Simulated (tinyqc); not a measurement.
MP2 on RHF in the sto-3g basis, for H2O, spin multiplicity 1, step by step. One step of it, computed by the program tinyqc.

Task: Second-order Moller-Plesset energy. E2 = sum_ijab (ia|jb) [2 (ia|jb) - (ib|ja)] / (e_i + e_j - e_a - e_b) over occupied i, j and virtual a, b; the opposite-spin part is (ia|jb)^2 / denominator, the rest is same-spin, and SCS-MP2 scales them by 6/5 and 1/3.

orbital energies (hartree): MO1 -20.261117, MO2 -1.231272, MO3 -0.562837, MO4 -0.451824, MO5 -0.391075, MO6 0.514362, MO7 0.634238

Two-electron integrals over orbitals (pq|rs), unique and non-zero (hartree):
```
(11|11) 4.746071    (21|11) -0.423615   (21|21) 0.059897    (22|11) 1.012840
(22|21) -0.014275   (22|22) 0.725223    (31|11) 0.026098    (31|21) -0.003188
(31|22) 0.002603    (31|31) 0.011189    (32|11) -0.015094   (32|21) 0.001485
(32|22) 0.007222    (32|31) 0.017268    (32|32) 0.135362    (33|11) 0.782463
(33|21) -0.004781   (33|22) 0.628845    (33|31) -0.000749   (33|32) -0.002109
(33|33) 0.610765    (41|11) 0.175413    (41|21) -0.022509   (41|22) 0.013870
(41|31) 0.001971    (41|32) 0.000182    (41|33) 0.005921    (41|41) 0.025328
(42|11) -0.144519   (42|21) 0.008595    (42|22) -0.014304   (42|31) 0.000036
(42|32) 0.002647    (42|33) 0.003522    (42|41) 0.017909    (42|42) 0.127473
(43|11) 0.027251    (43|21) -0.001018   (43|22) 0.010473    (43|31) -0.003104
(43|32) 0.023327    (43|33) 0.007399    (43|41) -0.001464   (43|42) -0.013330
(43|43) 0.054056    (44|11) 0.948924    (44|21) -0.011915   (44|22) 0.662102
(44|31) -0.000068   (44|32) -0.013202   (44|33) 0.578470    (44|41) -0.009250
(44|42) -0.095689   (44|43) 0.010908    (44|44) 0.722212    (51|51) 0.025989
(52|51) 0.032882    (52|52) 0.147769    (53|51) -0.001938   (53|52) -0.006787
(53|53) 0.027955    (54|51) -0.012717   (54|52) -0.046020   (54|53) 0.003760
(54|54) 0.051029    (55|11) 1.115351    (55|21) -0.011949   (55|22) 0.751004
(55|31) 0.000730    (55|32) -0.007680   (55|33) 0.615119    (55|41) 0.004928
(55|42) -0.077972   (55|43) 0.015467    (55|44) 0.699889    (55|55) 0.880159
(61|11) 0.196646    (61|21) -0.029791   (61|22) 0.001296    (61|31) 0.004895
(61|32) 0.004639    (61|33) -0.000985   (61|41) -0.002134   (61|42) -0.020345
(61|43) 0.000778    (61|44) 0.016359    (61|55) 0.005264    (61|61) 0.026778
(62|11) -0.263433   (62|21) 0.005775    (62|22) -0.127982   (62|31) 0.002760
(62|32) 0.016438    (62|33) -0.069851   (62|41) -0.018029   (62|42) -0.028629
(62|43) -0.008996   (62|44) -0.062746   (62|55) -0.138358   (62|61) 0.010588
(62|62) 0.093761    (63|11) 0.100465    (63|21) -0.002059   (63|22) 0.046385
(63|31) -0.003071   (63|32) 0.029406    (63|33) 0.030159    (63|41) 0.000614
(63|42) -0.020892   (63|43) 0.034248    (63|44) 0.031378    (63|55) 0.055826
(63|61) 0.000158    (63|62) -0.026265   (63|63) 0.074844    (64|11) -0.254314
(64|21) 0.003235    (64|22) -0.116253   (64|31) -0.002517   (64|32) -0.019665
(64|33) -0.048870   (64|41) -0.000598   (64|42) 0.049211    (64|43) -0.015739
(64|44) -0.127117   (64|55) -0.139519   (64|61) -0.002939   (64|62) 0.053488
(64|63) -0.043719   (64|64) 0.096378    (65|51) -0.013023   (65|52) -0.050272
(65|53) 0.008383    (65|54) -0.003879   (65|65) 0.034634    (66|11) 0.798591
(66|21) -0.007512   (66|22) 0.601065    (66|31) -0.002825   (66|32) -0.045469
(66|33) 0.559908    (66|41) 0.017758    (66|42) 0.046865    (66|43) -0.031590
(66|44) 0.556909    (66|55) 0.586359    (66|61) -0.009332   (66|62) -0.088869
(66|63) -0.018248   (66|64) -0.036416   (66|66) 0.619512    (71|11) 0.071154
(71|21) -0.011138   (71|22) -0.000659   (71|31) -0.013663   (71|32) -0.021439
(71|33) 0.001697    (71|41) 0.000931    (71|42) -0.004819   (71|43) 0.004561
(71|44) 0.004754    (71|55) 0.001848    (71|61) 0.003079    (71|62) -0.002749
(71|63) 0.003980    (71|64) 0.002383    (71|66) 0.003368    (71|71) 0.020854
(72|11) -0.099881   (72|21) 0.001958    (72|22) -0.048005   (72|31) -0.014230
(72|32) -0.045144   (72|33) -0.016916   (72|41) -0.004518   (72|42) -0.000099
(72|43) 0.031080    (72|44) -0.031069   (72|55) -0.051367   (72|61) -0.002848
(72|62) 0.011426    (72|63) 0.023447    (72|64) 0.022749    (72|66) -0.033552
(72|71) 0.017426    (72|72) 0.069884    (73|11) -0.350345   (73|21) 0.006842
(73|22) -0.143868   (73|31) -0.000043   (73|32) 0.024478    (73|33) -0.085542
(73|41) 0.000592    (73|42) 0.076164    (73|43) -0.000592   (73|44) -0.140607
(73|55) -0.188106   (73|61) -0.005721   (73|62) 0.061724    (73|63) -0.020258
(73|64) 0.084134    (73|66) -0.056023   (73|71) -0.002165   (73|72) 0.032125
(73|73) 0.153002    (74|11) -0.043811   (74|21) 0.000570    (74|22) -0.015264
(74|31) 0.008514    (74|32) 0.071924    (74|33) -0.010054   (74|41) -0.001126
(74|42) 0.001956    (74|43) 0.005528    (74|44) -0.026179   (74|55) -0.022996
(74|61) 0.003493    (74|62) 0.018177    (74|63) 0.038948    (74|64) -0.006137
(74|66) -0.041613   (74|71) -0.010877   (74|72) -0.010821   (74|73) 0.032787
(74|74) 0.066692    (75|51) -0.004681   (75|52) -0.018251   (75|53) -0.022075
(75|54) 0.001572    (75|65) 0.003569    (75|75) 0.025695    (76|11) -0.006332
(76|21) 0.000425    (76|22) 0.005729    (76|31) 0.006771    (76|32) 0.073825
(76|33) -0.005186   (76|41) 0.004089    (76|42) 0.015052    (76|43) 0.046221
(76|44) -0.016753   (76|55) -0.004069   (76|61) -0.001160   (76|62) -0.009671
(76|63) 0.044769    (76|64) -0.020591   (76|66) -0.042152   (76|71) -0.009049
(76|72) 0.004849    (76|73) 0.029963    (76|74) 0.044149    (76|76) 0.082036
(77|11) 0.841048    (77|21) -0.008653   (77|22) 0.616517    (77|31) 0.005753
(77|32) 0.052845    (77|33) 0.592380    (77|41) 0.005173    (77|42) -0.012101
(77|43) 0.034621    (77|44) 0.577930    (77|55) 0.611041    (77|61) 0.004399
(77|62) -0.061795   (77|63) 0.058943    (77|64) -0.061379   (77|66) 0.527965
(77|71) -0.005301   (77|72) -0.019509   (77|73) -0.069800   (77|74) 0.026530
(77|76) 0.043719    (77|77) 0.633434
```

Hartree-Fock energy = -74.95539928 hartree

Give: Terms; Pair energies; MP2 correlation energy; SCS-MP2 correlation energy; MP2 total energy.

Result:

Terms (the 40 largest of 68):
```
i  j  a  b  (ia|jb)  (ib|ja)  denominator       term
3  3  7  7    0.153    0.153       -2.394     -0.010
4  3  6  7    0.084    0.039       -2.163     -0.005
3  4  7  6    0.084    0.039       -2.163     -0.005
4  4  6  6    0.096    0.096       -1.932  -4.81e-03
3  3  6  6    0.075    0.075       -2.154  -2.60e-03
2  2  6  6    0.094    0.094       -3.491  -2.52e-03
3  2  7  6    0.062    0.023       -2.943  -2.10e-03
2  3  6  7    0.062    0.023       -2.943  -2.10e-03
4  4  7  7    0.067    0.067       -2.172  -2.05e-03
2  2  7  7    0.070    0.070       -3.731  -1.31e-03
4  2  6  6    0.053    0.053       -2.712  -1.05e-03
2  4  6  6    0.053    0.053       -2.712  -1.05e-03
3  4  6  6   -0.044   -0.044       -2.043  -9.35e-04
4  3  6  6   -0.044   -0.044       -2.043  -9.35e-04
5  5  6  6    0.035    0.035       -1.811  -6.62e-04
4  3  7  7    0.033    0.033       -2.283  -4.71e-04
3  4  7  7    0.033    0.033       -2.283  -4.71e-04
2  3  7  7    0.032    0.032       -3.063  -3.37e-04
3  2  7  7    0.032    0.032       -3.063  -3.37e-04
5  5  7  7    0.026    0.026       -2.051  -3.22e-04
3  2  6  6   -0.026   -0.026       -2.823  -2.44e-04
2  3  6  6   -0.026   -0.026       -2.823  -2.44e-04
4  2  6  7    0.023    0.018       -2.832  -2.19e-04
2  4  7  6    0.023    0.018       -2.832  -2.19e-04
3  3  7  6   -0.020   -0.020       -2.274  -1.80e-04
3  3  6  7   -0.020   -0.020       -2.274  -1.80e-04
3  2  6  7    0.023    0.062       -2.943   1.18e-04
2  3  7  6    0.023    0.062       -2.943   1.18e-04
3  4  6  7    0.039    0.084       -2.163   1.12e-04
4  3  7  6    0.039    0.084       -2.163   1.12e-04
4  2  7  6    0.018    0.023       -2.832  -8.73e-05
2  4  6  7    0.018    0.023       -2.832  -8.73e-05
2  4  7  7   -0.011   -0.011       -2.952  -3.97e-05
4  2  7  7   -0.011   -0.011       -2.952  -3.97e-05
2  2  6  7    0.011    0.011       -3.611  -3.62e-05
2  2  7  6    0.011    0.011       -3.611  -3.62e-05
4  4  7  6   -0.006   -0.006       -2.052  -1.84e-05
4  4  6  7   -0.006   -0.006       -2.052  -1.84e-05
1  1  6  6    0.027    0.027      -41.551  -1.73e-05
1  2  7  7    0.017    0.017      -22.761  -1.33e-05
```

Pair energies (hartree; pair i-j sums ij and ji):
```
pair  opposite spin  same spin
1-1       -2.81e-05          0
2-1       -3.80e-05  -8.54e-10
2-2       -3.90e-03          0
3-1       -4.85e-06  -8.57e-06
3-2       -4.13e-03  -9.96e-04
3-3          -0.013          0
4-1       -1.32e-05  -1.13e-07
4-2       -2.79e-03  -1.48e-05
4-3          -0.011  -1.89e-03
4-4          -0.007          0
5-5       -9.98e-04          0
```

MP2 correlation energy = -0.04519 hartree

SCS-MP2 correlation energy = -0.05171 hartree

MP2 total energy = -75.00059 hartree
